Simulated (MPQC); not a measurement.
# BHF2 (SMILES FBF): levels of theory compared

Wanted: a comparison of 4 runs (HF/def2-SVP, HF/6-31+G*, BP86/pcseg-1, PBE0/def2-SVP) of BHF2. 

The calculation is run with MPQC 2.3.1.

### 1 The molecule

BHF2: 4 atoms, total charge 0, spin state singlet. SMILES: `FBF`. The shape is that of a PBE0-D4/def2-TZVP optimisation.

Bond lengths: F1–B2 1.313 Å, B2–F3 1.313 Å, B2–H4 1.191 Å. Angles: F1–B2–F3 118.1°, F1–B2–H4 121.0°, F3–B2–H4 121.0°.

### 2 Energy and forces at HF/def2-SVP (run 1)

run.in

```
% emacs should use -*- KeyVal -*- mode
molecule<Molecule>: (
    symmetry = c1
    unit = angstrom
    { atoms geometry } = {
        F  [ 1.154300 0.456900 -0.361900 ]
        B  [ -0.001900 -0.031000 0.025200 ]
        F  [ -1.095400 0.528700 -0.438900 ]
        H  [ -0.057000 -0.954600 0.775600 ]
    }
)
basis<GaussianBasisSet>: (
    name = "def2-SVP"
    molecule = $:molecule
    basisdir = "."
    puream = yes
)
mpqc: (
    checkpoint = no
    savestate = no
    restart = no
    do_energy = yes
    do_gradient = yes
    optimize = no
    mole<CLHF>: (
        molecule = $:molecule
        basis = $:basis
        total_charge = 0
        memory = 1000000000
        print_evals = yes
        print_npa = yes
        maxiter = 120
        value_accuracy = 1e-08
        guess_wavefunction<CLHF>: (
            molecule = $:molecule
            total_charge = 0
            memory = 1000000000
            value_accuracy = 1e-3
            basis<GaussianBasisSet>: (
                name = "3-21G"
                molecule = $:molecule
            )
        )
    )
)
```

The basis set def2-SVP is read from a file made from the Basis Set Exchange's data (not shown).

On the command line:

```bash
mpqc run.in > run.out
```

The program printed:

```text
MPQC: Massively Parallel Quantum Chemistry
[...]
  LUMO is    13   A =   0.134444
  total scf energy = -224.0836803923
[...]
Value of the MolecularEnergy: -224.0836803923
  Gradient of the MolecularEnergy:
      1    0.0097979220
      2    0.0034117945
      3   -0.0026944786
      4   -0.0004540370
      5   -0.0062214262
      6    0.0050598978
      7   -0.0092789954
      8    0.0039898129
      9   -0.0033223562
     10   -0.0000648896
     11   -0.0011801813
     12    0.0009569370
[...]
      symmetry = c1
[...]
```

Wall time 0.88 s (1 thread of Arm Neoverse V2, shared host).

### 3 Energy and gradient at HF/6-31+G(d) (spherical functions) (run 2)

input.in

```
molecule<Molecule>: (
   symmetry = c1
   unit = bohr
   { atoms geometry } = {
      F  [ 2.18131087     0.86341587    -0.68389188 ]
      B  [ -0.00359048    -0.05858151     0.04762110 ]
      F  [ -2.07000600     0.99909820    -0.82940080 ]
      H  [ -0.10771439    -1.80393256     1.46567158 ]
   }
)
basis<GaussianBasisSet>: (
   name = "6-31+G*"
   molecule = $:molecule
   basisdir = "."
   puream = yes
)
mpqc: (
   checkpoint = no
   savestate = no
   restart = no
   do_energy = yes
   do_gradient = yes
   optimize = no
   mole<CLHF>: (
      molecule = $:molecule
      basis = $:basis
      total_charge = 0
      memory = 1000000000
      print_evals = yes
      print_npa = yes
      maxiter = 120
      value_accuracy = 1e-08
      guess_wavefunction<CLHF>: (
         molecule = $:molecule
         total_charge = 0
         memory = 1000000000
         value_accuracy = 1e-3
         basis<GaussianBasisSet>: (
            name = "STO-3G"
            molecule = $:molecule
         )
      )
   )
)
```

The basis set 6-31+G* is read from a file made from the Basis Set Exchange's data (not shown).

On the command line:

```bash
mpqc -o input.out input.in
```

The program printed:

```text
MPQC: Massively Parallel Quantum Chemistry
[...]
  LUMO is    13   A =   0.061212
  total scf energy = -224.2684984339
[...]
Value of the MolecularEnergy: -224.2684984339
  Gradient of the MolecularEnergy:
      1    0.0037208296
      2    0.0013690828
      3   -0.0010839912
      4    0.0000491015
      5    0.0021801141
      6   -0.0017664555
      7   -0.0034695435
      8    0.0015673798
      9   -0.0013047395
     10   -0.0003003876
     11   -0.0051165766
     12    0.0041551862
[...]
      symmetry = c1
[...]
```

It took 2.7 s on 1 thread of Arm Neoverse V2, shared host.

Run 3 isn't shown in full; the table further down has it.

### 4 Energy and forces at PBE0/def2-SVP (run 4)

input.in

```
% BF2H
molecule<Molecule>: (
   symmetry = c1
   unit = angstrom
   { atoms geometry } = {
      F  [ 1.154300     0.456900    -0.361900 ]
      B  [ -0.001900    -0.031000     0.025200 ]
      F  [ -1.095400     0.528700    -0.438900 ]
      H  [ -0.057000    -0.954600     0.775600 ]
   }
)
basis<GaussianBasisSet>: (
   name = "def2-SVP"
   molecule = $:molecule
   basisdir = "."
   puream = yes
)
mpqc: (
   checkpoint = no
   savestate = no
   restart = no
   do_energy = yes
   do_gradient = yes
   optimize = no
   mole<CLKS>: (
      molecule = $:molecule
      basis = $:basis
      total_charge = 0
      memory = 1000000000
      print_evals = yes
      print_npa = yes
      maxiter = 120
      value_accuracy = 1e-08
      functional<SumDenFunctional>: (
         a0 = 0.25
         coefs = [ 0.75 1 ]
         funcs: [ <PBEXFunctional>: () <PBECFunctional>: () ]
      )
      integrator<RadialAngularIntegrator>: ( grid = xfine )
      guess_wavefunction<CLHF>: (
         molecule = $:molecule
         total_charge = 0
         memory = 1000000000
         value_accuracy = 1e-3
         basis<GaussianBasisSet>: (
            name = "STO-3G"
            molecule = $:molecule
         )
      )
   )
)
```

The basis set def2-SVP is read from a file made from the Basis Set Exchange's data (not shown).

On the command line:

```bash
mpqc -o input.out input.in
```

The program printed:

```text
MPQC: Massively Parallel Quantum Chemistry
[...]
  Integrated electron density error = -0.001854347477
  iter     1 energy = -224.4917488110 delta = 1.54046e-01
  Integrated electron density error = -0.000324902557
  iter     2 energy = -224.6061555806 delta = 4.58476e-02
[...]
  Integrated electron density error = -0.000002081676
  iter     9 energy = -224.8463502370 delta = 1.48612e-06
  Integrated electron density error = -0.000002081673
  iter    10 energy = -224.8463502371 delta = 2.10540e-07
  Integrated electron density error = -0.000002081669
  iter    11 energy = -224.8463502371 delta = 3.16309e-08
[...]
  LUMO is    13   A =  -0.002177
  total scf energy = -224.8463502371
[...]
  Integrated electron density error = -0.000002084367
  Total Gradient:
[...]
Value of the MolecularEnergy: -224.8463502371
  Gradient of the MolecularEnergy:
      1    0.0005640242
      2   -0.0000848989
      3    0.0000860970
      4   -0.0003130824
      5   -0.0039861335
      6    0.0032178032
      7   -0.0005039044
      8   -0.0000851175
      9    0.0000745669
     10    0.0002529625
     11    0.0041561499
     12   -0.0033784671
[...]
        symmetry = c1
[...]
```

It took 9 s on 1 thread of Arm Neoverse V2, shared host.

### 5 The series

```csv
run,level,starting guess,integration grid,energy (Eh),HOMO energy (eV),LUMO energy (eV),HOMO–LUMO gap (eV),wall time
1,HF/def2-SVP,3-21G,–,-224.083680,-15.20,3.66,18.86,0.88 s
2,HF/6-31+G* (spherical functions),STO-3G,–,-224.268498,-15.30,1.67,16.97,2.7 s
3,BP86/pcseg-1,STO-3G,xfine,-225.195641,-9.21,-1.26,7.95,10 s
4,PBE0/def2-SVP,STO-3G,xfine,-224.846350,-10.72,-0.06,10.66,9 s
```

### 6 What came out

```
                       quantity          value
            run 4: total energy  -224.84635 Eh
             run 4: HOMO energy      -10.72 eV
             run 4: LUMO energy       -0.06 eV
           run 4: HOMO–LUMO gap       10.66 eV
run 4: largest force on an atom     0.276 eV/Å
```

The HOMO–LUMO gap runs from 7.95 eV (BP86/pcseg-1) to 18.86 eV (HF/def2-SVP). The two ends differ in method and basis. Totals of different functionals can't be ranked against each other. All runs together took 23 s, the longest 10 s.
